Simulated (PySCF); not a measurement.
Molfile (atoms numbered from 1):
```
C5H10O
     RDKit          3D

 16 15  0  0  0  0  0  0  0  0999 V2000
    2.9694   -0.2366    0.5311 C   0  0  0  0  0  0  0  0  0  0  0  0
    1.8729   -0.5032   -0.1526 C   0  0  0  0  0  0  0  0  0  0  0  0
    0.5524   -0.8380    0.4622 C   0  0  0  0  0  0  0  0  0  0  0  0
   -0.5132    0.1876    0.0756 C   0  0  0  0  0  0  0  0  0  0  0  0
   -1.7375   -0.1903    0.6623 O   0  0  0  0  0  0  0  0  0  0  0  0
   -2.7721    0.7213    0.4080 C   0  0  0  0  0  0  0  0  0  0  0  0
    3.9017    0.0002    0.0473 H   0  0  0  0  0  0  0  0  0  0  0  0
    2.9813   -0.2512    1.6087 H   0  0  0  0  0  0  0  0  0  0  0  0
    1.8860   -0.4812   -1.2350 H   0  0  0  0  0  0  0  0  0  0  0  0
    0.6313   -0.8689    1.5493 H   0  0  0  0  0  0  0  0  0  0  0  0
    0.2175   -1.8190    0.1163 H   0  0  0  0  0  0  0  0  0  0  0  0
   -0.6198    0.2349   -1.0209 H   0  0  0  0  0  0  0  0  0  0  0  0
   -0.2164    1.1887    0.4285 H   0  0  0  0  0  0  0  0  0  0  0  0
   -2.9568    0.8271   -0.6692 H   0  0  0  0  0  0  0  0  0  0  0  0
   -2.5409    1.7121    0.8211 H   0  0  0  0  0  0  0  0  0  0  0  0
   -3.6634    0.3255    0.8908 H   0  0  0  0  0  0  0  0  0  0  0  0
  1  2  2  0
  2  3  1  0
  3  4  1  0
  4  5  1  0
  5  6  1  0
  1  7  1  0
  1  8  1  0
  2  9  1  0
  3 10  1  0
  3 11  1  0
  4 12  1  0
  4 13  1  0
  6 14  1  0
  6 15  1  0
  6 16  1  0
M  END
```

Geometry: GFN2-xTB; GIAO shifts from PySCF 2.14.0 with density-fitted response routines, gas phase, non-relativistic, averaged over equivalent atoms.

At PBE0/pcSseg-1 (152 basis functions, 30 s wall time on 1 thread of an Arm Neoverse N1, shared host):
| atoms | δ (ppm) |
| --- | --- |
| C2 | 143.3 |
| C1 | 123.7 |
| C4 | 78.2 |
| C6 | 61.5 |
| C3 | 41.7 |
| O5 | 28.6 |
| H9 | 6.04 |
| H8 | 5.52 |
| H7 | 5.33 |
| H14/H15/H16 | 3.55 |
| H12/H13 | 3.30 |
| H10/H11 | 2.48 |

Shifts are taken against calculated references (same method and geometry level): 13C (186.93 ppm) and 1H (31.72 ppm) vs TMS; 17O (336.08 ppm) against H2O.

What do these become at mPW1PW91/pcSseg-1?

Results:


| atoms | δ at mPW1PW91/pcSseg-1 | change |
| --- | --- | --- |
| C2 | 143.2 | -0.1 |
| C1 | 123.6 | -0.1 |
| C4 | 77.9 | -0.3 |
| C6 | 61.5 | +0.0 |
| C3 | 41.5 | -0.2 |
| O5 | 27.9 | -0.7 |
| H9 | 6.00 | -0.04 |
| H8 | 5.49 | -0.03 |
| H7 | 5.32 | -0.01 |
| H14/H15/H16 | 3.53 | -0.02 |
| H12/H13 | 3.30 | +0.00 |
| H10/H11 | 2.47 | -0.01 |

Shifts are taken against calculated references (same method and geometry level): 13C (σref 186.06) and 1H (σref 31.77) vs TMS; 17O (σref 334.86) vs H2O.

The largest change is at O5 (ether oxygen). Cost: 152 basis functions, 23 s wall time on 1 thread of an Arm Neoverse N1, shared host. The order of the carbon signals is the same at both levels.

Experimental scales use liquid or dissolved standards, which lie at an offset from isolated H2O (liquid H2O: subtract about 36 ppm).
